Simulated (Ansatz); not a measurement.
Steps of a relaxation of `CCC[SiH3]` with RKS PBE-D4/def2-SVP.

```sh
$ ansatz run in.yaml --threads 4 --pin off --events-out ev --progress --plain --max-ram 10444MiB
```

```yaml
crystal:
  periodic: [false, false, false]
  atoms:
    - {symbol: C, position_ang: [-0.755200, 1.839700, -0.226300]}
    - {symbol: C, position_ang: [-0.726000, 0.421300, 0.179600]}
    - {symbol: C, position_ang: [0.584900, -0.198000, -0.235200]}
    - {symbol: Si, position_ang: [0.909700, -1.987600, 0.238200]}
    - {symbol: H, position_ang: [-0.703900, 1.980500, -1.341200]}
    - {symbol: H, position_ang: [-1.767600, 2.326200, 0.056700]}
    - {symbol: H, position_ang: [0.014700, 2.475600, 0.240300]}
    - {symbol: H, position_ang: [-1.512500, -0.108600, -0.289100]}
    - {symbol: H, position_ang: [-0.858100, 0.373600, 1.308600]}
    - {symbol: H, position_ang: [1.434700, 0.374000, 0.261700]}
    - {symbol: H, position_ang: [0.735100, -0.108000, -1.285600]}
    - {symbol: H, position_ang: [0.750600, -2.154000, 1.730900]}
    - {symbol: H, position_ang: [2.119800, -2.452200, -0.217300]}
    - {symbol: H, position_ang: [-0.239100, -2.811600, -0.392300]}
basis:
  gaussian: {orbitals: def2-SVP}
hamiltonian: {xc: pbe, dispersion: d4}
relax: {f_tol: 0.03, max_steps: 200}
```

Positions (Å) and forces (eV/Å) along the path, 6 of 6 steps:

```xyz
14
step=1 energy=-11137.7114 eV
C    -0.755    1.840   -0.226   -2.129    2.308   -0.660
C    -0.726    0.421    0.180    1.283    0.064    1.774
C     0.585   -0.198   -0.235    1.406   -0.079    2.040
Si    0.910   -1.988    0.238   -3.622    0.401    0.787
H    -0.704    1.980   -1.341    0.202   -0.121    0.398
H    -1.768    2.326    0.057    1.067   -0.454   -0.230
H     0.015    2.476    0.240    0.298   -0.023    0.072
H    -1.512   -0.109   -0.289   -1.600   -0.976   -0.600
H    -0.858    0.374    1.309   -0.014   -0.253   -0.752
H     1.435    0.374    0.262   -0.443   -0.202   -0.455
H     0.735   -0.108   -1.286    0.241    0.218   -1.656
H     0.751   -2.154    1.731    0.186   -0.031   -0.025
H     2.120   -2.452   -0.217    2.615   -0.965   -0.901
H    -0.239   -2.812   -0.392    0.512    0.114    0.209
14
step=2 energy=-11138.1350 eV
C    -0.810    1.897   -0.225   -0.629    0.839   -0.288
C    -0.700    0.444    0.171    0.235   -0.078    0.659
C     0.631   -0.191   -0.225    0.360    0.059    0.437
Si    0.844   -2.015    0.243   -1.023    0.153    0.353
H    -0.728    2.034   -1.330    0.045   -0.062    0.136
H    -1.797    2.355    0.069    0.411   -0.282   -0.074
H    -0.024    2.526    0.236    0.122   -0.014    0.058
H    -1.519   -0.124   -0.283   -0.448   -0.283   -0.170
H    -0.835    0.353    1.280   -0.027   -0.028   -0.225
H     1.480    0.379    0.238   -0.182   -0.177   -0.108
H     0.782   -0.105   -1.309    0.075    0.041   -0.496
H     0.756   -2.180    1.741   -0.005   -0.006   -0.033
H     2.137   -2.506   -0.198    0.931   -0.346   -0.319
H    -0.231   -2.895   -0.379    0.135    0.186    0.071
14
step=3 energy=-11138.1893 eV
C    -0.817    1.915   -0.228   -0.080    0.043    0.023
C    -0.712    0.443    0.178    0.137   -0.027   -0.076
C     0.632   -0.190   -0.233   -0.050   -0.007    0.041
Si    0.842   -2.008    0.254    0.026   -0.180    0.028
H    -0.722    2.045   -1.328    0.015   -0.041    0.015
H    -1.789    2.356    0.072   -0.008    0.000    0.013
H    -0.016    2.523    0.244    0.004   -0.018    0.000
H    -1.549   -0.135   -0.274    0.018    0.025   -0.021
H    -0.852    0.345    1.278    0.032    0.025   -0.027
H     1.480    0.367    0.222   -0.007    0.053    0.013
H     0.784   -0.114   -1.333   -0.041    0.012    0.016
H     0.748   -2.179    1.754   -0.005    0.021   -0.088
H     2.187   -2.533   -0.195   -0.079    0.048    0.027
H    -0.229   -2.865   -0.382    0.039    0.046    0.037
14
step=4 energy=-11138.1917 eV
C    -0.821    1.916   -0.227    0.011    0.018   -0.013
C    -0.703    0.444    0.174   -0.003   -0.042    0.015
C     0.637   -0.193   -0.231   -0.006    0.047   -0.015
Si    0.840   -2.014    0.255    0.011   -0.022    0.010
H    -0.726    2.043   -1.326    0.002    0.000   -0.003
H    -1.796    2.351    0.076   -0.001   -0.014    0.006
H    -0.022    2.526    0.245   -0.001    0.001   -0.002
H    -1.539   -0.133   -0.280   -0.002    0.006   -0.002
H    -0.840    0.347    1.273   -0.005    0.003    0.008
H     1.483    0.372    0.222    0.003    0.003   -0.002
H     0.782   -0.115   -1.332    0.003   -0.004   -0.001
H     0.741   -2.179    1.750    0.000    0.002    0.001
H     2.183   -2.532   -0.193   -0.014   -0.001    0.004
H    -0.234   -2.862   -0.377   -0.001    0.004   -0.006
14
step=5 energy=-11138.1919 eV
C    -0.822    1.914   -0.227   -0.005    0.003    0.000
C    -0.698    0.442    0.175   -0.009    0.018   -0.003
C     0.643   -0.188   -0.233    0.013   -0.032    0.005
Si    0.838   -2.012    0.255    0.011    0.010   -0.008
H    -0.731    2.041   -1.326    0.000   -0.004    0.003
H    -1.799    2.341    0.080    0.000    0.002    0.000
H    -0.026    2.529    0.243   -0.001   -0.004    0.000
H    -1.533   -0.137   -0.279    0.001   -0.001    0.001
H    -0.834    0.346    1.275    0.000    0.000    0.001
H     1.489    0.376    0.219   -0.002    0.003   -0.002
H     0.787   -0.113   -1.334   -0.001    0.003    0.001
H     0.734   -2.176    1.750   -0.002    0.001    0.003
H     2.177   -2.541   -0.188   -0.001   -0.001    0.001
H    -0.239   -2.852   -0.382   -0.004    0.001   -0.001
14
step=6 energy=-11138.1920 eV
C    -0.823    1.914   -0.227    0.001    0.000    0.000
C    -0.698    0.443    0.176    0.001   -0.002    0.001
C     0.644   -0.189   -0.232    0.000   -0.001    0.001
Si    0.839   -2.012    0.255   -0.001    0.002    0.000
H    -0.732    2.039   -1.326    0.000    0.000    0.000
H    -1.799    2.342    0.079    0.000   -0.001    0.000
H    -0.026    2.528    0.242    0.000    0.000    0.000
H    -1.533   -0.137   -0.276    0.000    0.001    0.000
H    -0.833    0.347    1.276    0.000    0.001    0.000
H     1.489    0.377    0.220   -0.001    0.000   -0.001
H     0.787   -0.112   -1.334    0.000    0.001    0.001
H     0.732   -2.176    1.749    0.000    0.000    0.001
H     2.178   -2.543   -0.187    0.001    0.000   -0.001
H    -0.239   -2.850   -0.385   -0.001   -0.001    0.000
```

It took 8 s on 4 threads of an Arm Neoverse V1 on a shared host, with 0.15 GiB of host memory at the peak.
